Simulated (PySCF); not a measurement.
Level of theory: PBE-D3(BJ)/def2-TZVP // PBE0-D3(BJ)/def2-TZVP (PySCF). Isolated molecules, 0 K electronic values unless said otherwise. 

Reference species (SMILES): `C=[SiH]` (neutral, multiplicity 2).

```json
{
  "dipole_moment": "0.50 D"
}
```

Changed species: `[CH]=O` (radical fragment; the reference has radical fragment).

Predict the effect on the dipole moment.

the dipole moment rises by 0.95 D, to 1.45 D.
